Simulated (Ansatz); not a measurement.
# CHFSi (quintet): from Hartree-Fock to the top rungs, cc-pVDZ

How much of the correlation energy of CHFSi (quintet) does each wave-function method recover here?

The runs use Ansatz 0.2.0, Gaussian basis; cc-pVDZ, core rule «outside noble gas», up to 7 orbitals frozen.

To be run: UHF; CCSD(T) on ROHF; CCSD(T) on UHF; BCCD(T) on ROHF; CISD as a restricted active space (open shells left free, so some higher excitations enter); CCSDT(Q) on ROHF; CCSDT(Q) on UHF; CASSCF and NEVPT2, 16 electrons in 13 orbitals.

4 further runs of the same task are left out: 4 set aside as unsound or not needed. Runs told in other sessions of the task aren't counted.

**1. What is computed**

The geometry is a PBE0/def2-TZVP stationary point (not a proven minimum) of the parent state, kept for this charge and spin.

4 atoms, charge 0, spin multiplicity 5.

Atoms are counted from 1 here; the program's logs count them from 0.

Bond lengths: F1–C2 1.331 Å, C2–Si3 1.857 Å, C2–H4 1.094 Å. Angles: F1–C2–Si3 123.4°, F1–C2–H4 109.0°, Si3–C2–H4 127.6°.

As a file:

```xyz
4
charge 0, multiplicity 5
F     0.0000   -0.3007    1.5334
C     0.0000    0.5190    0.4846
Si    0.0000   -0.0743   -1.2746
H     0.0000    1.5537    0.8407
```

In the tables R marks a restricted open-shell determinant and U an unrestricted one; 'valence' is the active space of 16 electrons in 13 orbitals; energies count from the table's Hartree-Fock row.

**2. UHF**

The input, in.yaml:

```yaml
crystal:
  periodic: [false, false, false]
  atoms:
    - {symbol: F, position_ang: [0.000000, -0.300700, 1.533384]}
    - {symbol: C, position_ang: [0.000000, 0.518965, 0.484561]}
    - {symbol: Si, position_ang: [0.000000, -0.074287, -1.274648]}
    - {symbol: H, position_ang: [0.000000, 1.553738, 0.840684]}
basis:
  gaussian: {orbitals: cc-pVDZ}
magnetization: {spin_polarized: true, initial_magnetization: 4}
hamiltonian: {xc: hf}
output: {orbitals: {seedname: orbitals}}
```

Launch:

```bash
$ ansatz run in.yaml --threads 1 --pin off --events-out ev --progress --plain --max-ram 2560MiB --backend cpu
```

The program printed:

```text
Functional definition: HF
  name "HF"
  cite "Fock, Z. Phys. 61, 126 (1930) doi:10.1007/BF01340294"
  parent pbe
  exchange = exact_x
  correlation = 0
489 factors; integrals over basis functions are off by at most 1.3e-3 eV
mean field evaluation 1: about -11606.5884 eV, gradient 1.2e1 eV
mean field evaluation 2: about -11606.7031 eV, gradient 1.2e1 eV
mean field evaluation 4: about -11609.0495 eV, gradient 3.2e0 eV
mean field evaluation 8: about -11609.4006 eV, gradient 7.7e-1 eV
mean field evaluation 16: about -11609.4196 eV, gradient 4.1e-5 eV
mean field -11609.41958994 eV, -426.6383007830 hartree, gradient 4.1e-5 eV, S^2 6.013836; 0 other end points of the search recorded, 0 dependent functions left out
reference -11609.41958994 eV, -426.6383007830 hartree; 17, 13 occupied and 34, 38 virtual orbitals, 489 factors
Total energy: -11609.41958994 eV, -426.6383007830 hartree
```

Run time: 0.37 s. Hardware: 1 thread of AMD EPYC 7R13, shared host.

From the report: ⟨S²⟩ of the determinant 6.014 (pure quintet: 6.00).

**3. CCSD(T) on ROHF**

Edit in.yaml of step 2 so:

```diff
@@ -9,4 +9,3 @@
   gaussian: {orbitals: cc-pVDZ}
-magnetization: {spin_polarized: true, initial_magnetization: 4}
-hamiltonian: {xc: hf}
-output: {orbitals: {seedname: orbitals}}
+magnetization: {spin_polarized: false, initial_magnetization: 4}
+correlation: {method: ccsd_t, electrons: outside_noble_gas}
```

Same command.

The program printed, shortened:

```text
Functional definition: HF
  name "HF"
  cite "Fock, Z. Phys. 61, 126 (1930) doi:10.1007/BF01340294"
  parent pbe
[...]
489 factors; integrals over basis functions are off by at most 1.3e-3 eV
[...]
mean field -11609.26578242 eV, -426.6326484609 hartree, gradient 2.2e-6 eV, S^2 6.000000; 0 other end points of the search recorded, 0 dependent functions left out
[...]
7 core orbitals not correlated: weight in the atoms' cores, before any rotation towards them, 1.000 or more for the frozen orbitals, at most 0.000 for the correlated occupied ones
reference -11609.26578242 eV, -426.6326484609 hartree; 10, 6 occupied and 34, 38 virtual orbitals, 489 factors
second order -9.12158430 eV of doubles, -0.09010414 eV of singles
cycle   1  -9.55005002 eV  change   -3.4e-1 eV  update   8.5e-2
[...]
cycle  13  -9.94412962 eV  change   -2.6e-6 eV  update   3.8e-6
perturbative correction -0.24286892 eV, -0.0089252681 hartree
Total energy: -11619.45278095 eV, -427.0070137521 hartree
```

Wall time 2.2 s (1 thread of AMD EPYC 7R13, shared host).

From the report: correlation -10.1870 eV; T1 0.027; largest double amplitude 0.04.

**4. CCSD(T) on UHF**

Edit in.yaml of step 3 so:

```diff
@@ -9,3 +9,3 @@
   gaussian: {orbitals: cc-pVDZ}
-magnetization: {spin_polarized: false, initial_magnetization: 4}
+magnetization: {spin_polarized: true, initial_magnetization: 4}
 correlation: {method: ccsd_t, electrons: outside_noble_gas}
```

Same command.

The program printed, shortened:

```text
Functional definition: HF
  name "HF"
  cite "Fock, Z. Phys. 61, 126 (1930) doi:10.1007/BF01340294"
  parent pbe
[...]
489 factors; integrals over basis functions are off by at most 1.3e-3 eV
[...]
mean field -11609.41958994 eV, -426.6383007831 hartree, gradient 1.7e-6 eV, S^2 6.013836; 0 other end points of the search recorded, 0 dependent functions left out
7 core orbitals not correlated: weight in the atoms' cores, before any rotation towards them, 1.000 or more for the frozen orbitals, at most 0.000 for the correlated occupied ones
reference -11609.41958994 eV, -426.6383007831 hartree; 10, 6 occupied and 34, 38 virtual orbitals, 489 factors
second order -9.04121341 eV of doubles, -0.00000000 eV of singles
cycle   1  -9.39425197 eV  change   -3.5e-1 eV  update   8.5e-2
[...]
cycle  13  -9.79404873 eV  change   -3.0e-6 eV  update   4.0e-6
perturbative correction -0.23873277 eV, -0.0087732675 hartree
Total energy: -11619.45237144 eV, -427.0069987028 hartree
```

It took 4.1 s on 1 thread of AMD EPYC 7R13, shared host.

From the report: ⟨S²⟩ of the determinant 6.014 (pure quintet: 6.00); correlation -10.0328 eV; T1 0.024; largest double amplitude 0.04.

**5. BCCD(T) on ROHF**

Edit in.yaml of step 4 so:

```diff
@@ -9,3 +9,3 @@
   gaussian: {orbitals: cc-pVDZ}
-magnetization: {spin_polarized: true, initial_magnetization: 4}
-correlation: {method: ccsd_t, electrons: outside_noble_gas}
+magnetization: {spin_polarized: false, initial_magnetization: 4}
+correlation: {method: bccd_t, electrons: outside_noble_gas}
```

The command is unchanged.

The program printed, shortened:

```text
Functional definition: HF
  name "HF"
  cite "Fock, Z. Phys. 61, 126 (1930) doi:10.1007/BF01340294"
  parent pbe
[...]
489 factors; integrals over basis functions are off by at most 1.3e-3 eV
[...]
mean field -11609.26578242 eV, -426.6326484609 hartree, gradient 2.2e-6 eV, S^2 6.000000; 0 other end points of the search recorded, 0 dependent functions left out
[...]
7 core orbitals not correlated: weight in the atoms' cores, before any rotation towards them, 1.000 or more for the frozen orbitals, at most 0.000 for the correlated occupied ones
reference -11609.26578242 eV, -426.6326484609 hartree; 10, 6 occupied and 34, 38 virtual orbitals, 489 factors
second order -9.12158430 eV of doubles, -0.09010414 eV of singles
cycle   1  -9.57091116 eV  change   -3.6e-1 eV  update   8.5e-2
[...]
cycle  13  -9.91688572 eV  change   -7.1e-6 eV  update   5.7e-6
perturbative correction -0.27156155 eV, -0.0099797031 hartree
Total energy: -11619.45422970 eV, -427.0070669924 hartree
```

Wall time 3.9 s (1 thread of AMD EPYC 7R13, shared host).

From the report: correlation -10.1884 eV; largest double amplitude 0.04.

**6. CISD as a restricted active space (open shells left free, so some higher excitations enter)**

Edit in.yaml of step 5 so:

```diff
@@ -10,2 +10,2 @@
 magnetization: {spin_polarized: false, initial_magnetization: 4}
-correlation: {method: bccd_t, electrons: outside_noble_gas}
+correlation: {active_space: {ras: {orbitals: [6, 4, 34], electrons: 16, max_holes: 2, max_particles: 2}, fixed_orbitals: true}}
```

The command is unchanged.

The program printed:

```text
Functional definition: HF
  name "HF"
  cite "Fock, Z. Phys. 61, 126 (1930) doi:10.1007/BF01340294"
  parent pbe
  exchange = exact_x
  correlation = 0
489 factors; integrals over basis functions are off by at most 1.3e-3 eV
mean field evaluation 1: about -11607.1017 eV, gradient 1.7e1 eV
mean field evaluation 2: about -11607.1942 eV, gradient 1.7e1 eV
mean field evaluation 4: about -11609.0550 eV, gradient 3.7e0 eV
mean field evaluation 8: about -11609.2585 eV, gradient 5.4e-1 eV
mean field evaluation 16: about -11609.2658 eV, gradient 2.2e-6 eV
mean field -11609.26578242 eV, -426.6326484609 hartree, gradient 2.2e-6 eV, S^2 6.000000; 0 other end points of the search recorded, 0 dependent functions left out
reference -11609.26578242 eV, -426.6326484609 hartree; 17, 13 occupied and 34, 38 virtual orbitals, 489 factors
state -11618.37254311 eV, -426.9673157435 hartree
Total energy: -11618.37254311 eV, -426.9673157435 hartree
```

It took 27 s on 1 thread of AMD EPYC 7R13, shared host.

From the report: 557,963 determinants.

**7. CCSDT(Q) on ROHF**

Edit in.yaml of step 6 so:

```diff
@@ -10,2 +10,2 @@
 magnetization: {spin_polarized: false, initial_magnetization: 4}
-correlation: {active_space: {ras: {orbitals: [6, 4, 34], electrons: 16, max_holes: 2, max_particles: 2}, fixed_orbitals: true}}
+correlation: {method: ccsdt_q, electrons: outside_noble_gas}
```

Launch:

```bash
$ ansatz run in.yaml --threads 2 --pin off --events-out ev --progress --plain --max-ram 15360MiB --backend cuda --devices 0, --max-vram 18GiB
```

The program printed, shortened:

```text
Functional definition: HF
  name "HF"
  cite "Fock, Z. Phys. 61, 126 (1930) doi:10.1007/BF01340294"
  parent pbe
[...]
944 factors; integrals over basis functions are off by at most 1.8e-7 eV
[...]
mean field -11609.26591582 eV, -426.6326533632 hartree, gradient 2.3e-6 eV, S^2 6.000000; 0 other end points of the search recorded, 0 dependent functions left out
[...]
7 core orbitals not correlated: weight in the atoms' cores, before any rotation towards them, 1.000 or more for the frozen orbitals, at most 0.000 for the correlated occupied ones
reference -11609.26591582 eV, -426.6326533632 hartree; 10, 6 occupied and 34, 38 virtual orbitals, 944 factors
second order -9.12160393 eV of doubles, -0.09010363 eV of singles
cycle   1  -9.55004828 eV  change   -3.4e-1 eV  update   9.3e-2
[...]
cycle  18  -10.21513905 eV  change    8.1e-7 eV  update   1.4e-6
perturbative correction -0.01753438 eV, -0.0006443764 hartree
Total energy: -11619.49858924 eV, -427.0086971755 hartree
```

It took 6.5 s on 1 × H100 (card shared with other runs) with 2 threads of AMD EPYC 7R13, shared host; peak host memory 0.91 GiB.

From the report: correlation -10.2327 eV; T1 0.029; largest double amplitude 0.05.

**8. CCSDT(Q) on UHF**

Edit in.yaml of step 7 so:

```diff
@@ -9,3 +9,3 @@
   gaussian: {orbitals: cc-pVDZ}
-magnetization: {spin_polarized: false, initial_magnetization: 4}
+magnetization: {spin_polarized: true, initial_magnetization: 4}
 correlation: {method: ccsdt_q, electrons: outside_noble_gas}
```

The command is unchanged.

The program printed, shortened:

```text
Functional definition: HF
  name "HF"
  cite "Fock, Z. Phys. 61, 126 (1930) doi:10.1007/BF01340294"
  parent pbe
[...]
944 factors; integrals over basis functions are off by at most 1.8e-7 eV
[...]
mean field -11609.41972238 eV, -426.6383056502 hartree, gradient 1.7e-6 eV, S^2 6.013836; 0 other end points of the search recorded, 0 dependent functions left out
7 core orbitals not correlated: weight in the atoms' cores, before any rotation towards them, 1.000 or more for the frozen orbitals, at most 0.000 for the correlated occupied ones
reference -11609.41972238 eV, -426.6383056502 hartree; 10, 6 occupied and 34, 38 virtual orbitals, 944 factors
second order -9.04123296 eV of doubles, -0.00000000 eV of singles
cycle   1  -9.39425136 eV  change   -3.5e-1 eV  update   9.3e-2
[...]
cycle  18  -10.06229140 eV  change    9.2e-7 eV  update   1.5e-6
perturbative correction -0.02041297 eV, -0.0007501630 hartree
Total energy: -11619.50242675 eV, -427.0088382016 hartree
```

Run time: 5.5 s. Hardware: 1 × H100 (card shared with other runs) with 2 threads of AMD EPYC 7R13, shared host; peak host memory 0.87 GiB.

From the report: ⟨S²⟩ of the determinant 6.014 (pure quintet: 6.00); correlation -10.0827 eV; T1 0.026; largest double amplitude 0.05.

**9. CASSCF and NEVPT2, 16 electrons in 13 orbitals**

Edit in.yaml of step 8 so:

```diff
@@ -9,3 +9,3 @@
   gaussian: {orbitals: cc-pVDZ}
-magnetization: {spin_polarized: true, initial_magnetization: 4}
-correlation: {method: ccsdt_q, electrons: outside_noble_gas}
+magnetization: {spin_polarized: false, initial_magnetization: 4}
+correlation: {method: sc_nevpt2, electrons: outside_noble_gas, active_space: {window: {electrons: 16, orbitals: 13}, shells: [{species: C, l: s, shell: 2}, {species: C, l: p, shell: 2}, {species: F, l: s, shell: 2}, {species: F, l: p, shell: 2}, {species: H, l: s, shell: 1}, {species: Si, l: s, shell: 3}, {species: Si, l: p, shell: 3}]}}
```

The command is unchanged.

The program printed:

```text
Functional definition: HF
  name "HF"
  cite "Fock, Z. Phys. 61, 126 (1930) doi:10.1007/BF01340294"
  parent pbe
  exchange = exact_x
  correlation = 0
944 factors; integrals over basis functions are off by at most 1.8e-7 eV
mean field evaluation 1: about -11607.1087 eV, gradient 1.7e1 eV
mean field evaluation 2: about -11607.1944 eV, gradient 1.7e1 eV
mean field evaluation 4: about -11609.0554 eV, gradient 3.7e0 eV
mean field evaluation 8: about -11609.2586 eV, gradient 5.5e-1 eV
mean field evaluation 16: about -11609.2659 eV, gradient 2.3e-6 eV
mean field -11609.26591582 eV, -426.6326533632 hartree, gradient 2.3e-6 eV, S^2 6.000000; 0 other end points of the search recorded, 0 dependent functions left out
reference -11609.26591582 eV, -426.6326533632 hartree; 17, 13 occupied and 34, 38 virtual orbitals, 944 factors
state -11611.40232488 eV, -426.7111649483 hartree
state -11611.40232488 eV, -426.7111649483 hartree; corrected -11618.09321431 eV, -426.9570505993 hartree
Total energy: -11618.09321431 eV, -426.9570505993 hartree
Checks for a lower state left out: starts, orbital_swaps
```

Run time: 10 s. Hardware: 1 × H100 (card shared with other runs) with 2 threads of AMD EPYC 7R13, shared host; peak host memory 0.83 GiB.

From the report: 245,640 determinants; active occupations 2.00, 1.99, 1.99, 1.98, 1.98, 1.97, 1.01, 1.00, 1.00, 1.00, 0.03, 0.02, 0.02.

**10. How many determinants matter**

Natural occupations of the CASSCF valence state about the gap (report; correlated orbitals 5 to 13): 1.979, 1.971, 1.007, 1.002, 1.000, 0.999, 0.032, 0.021, 0.019. The count of effectively unpaired electrons, Σ n²(2 − n)², is 4.01; a single determinant of this spin has 4.

**11. The ladder**

The yardstick is UCCSDT(Q), where the cluster series has nearly closed. Rows without a time are mean-field rows or come out of runs for another level: lower rungs of the coupled-cluster runs, CASSCF and MRCISD of the multireference runs, or the Hartree-Fock search.

Differences are taken before rounding.

```
        method  energy from the lowest ROHF (kJ/mol)  from UCCSDT(Q) (kJ/mol)         time
           ROHF                                  0.0                   +987.7             
           UHF                                -14.8                   +972.8             
          RMP2                               -888.8                    +98.9             
          UMP2                               -887.2                   +100.5             
          CISD                               -878.7                   +109.0         27 s
         RCCSD                               -959.5                    +28.2             
         UCCSD                               -959.8                    +27.9             
      RCCSD(T)                               -982.9                     +4.8        2.2 s
      UCCSD(T)                               -982.9                     +4.8        4.1 s
       BCCD(T)                               -983.0                     +4.7        3.9 s
        RCCSDT                               -985.6                     +2.1             
        UCCSDT                               -985.7                     +2.0             
     RCCSDT(Q)                               -987.3                     +0.4  6.5 s (GPU)
     UCCSDT(Q)                               -987.7                        0  5.5 s (GPU)
CASSCF valence                               -206.1                   +781.5             
NEVPT2 valence                               -851.7                   +136.0   10 s (GPU)
```

Some runs used a GPU and others CPU threads alone; cost is compared among the CPU runs only.

Among the levels timed on like hardware, those that no quicker one beats, quickest first: RCCSD(T) (2.2 s, +4.8 kJ/mol); BCCD(T) (3.9 s, +4.7 kJ/mol).

**12. Summary of results**

```
                         quantity                      value
    UCCSDT(Q) from the ROHF energy                -10.2366 eV
              RMP2 from UCCSDT(Q)               +98.9 kJ/mol
              UMP2 from UCCSDT(Q)              +100.5 kJ/mol
             RCCSD from UCCSDT(Q)               +28.2 kJ/mol
          RCCSD(T) from UCCSDT(Q)                +4.8 kJ/mol
          UCCSD(T) from UCCSDT(Q)                +4.8 kJ/mol
         RCCSDT(Q) from UCCSDT(Q)                +0.4 kJ/mol
    NEVPT2 valence from UCCSDT(Q)              +136.0 kJ/mol
levels within 1 kcal/mol (43 meV)  RCCSDT, UCCSDT, RCCSDT(Q)
                    T1 diagnostic                      0.027
   effectively unpaired electrons                       4.01
```

**Reading.** RCCSD(T) lands +4.8 kJ/mol from the yardstick (0.5 % of the correlation energy). One determinant dominates. These misses are within one basis, not against nature; the frozen cores of restricted and unrestricted runs differ, which can shift their rows.

With open shells the CI space here admits some higher excitations, so it is larger than plain CISD.

BCCD(T) reaches 4.7 kJ/mol from the reference in 3.9 s; the quickest level in the cost chart, RCCSD(T), takes 2.2 s and misses by 4.8 kJ/mol.
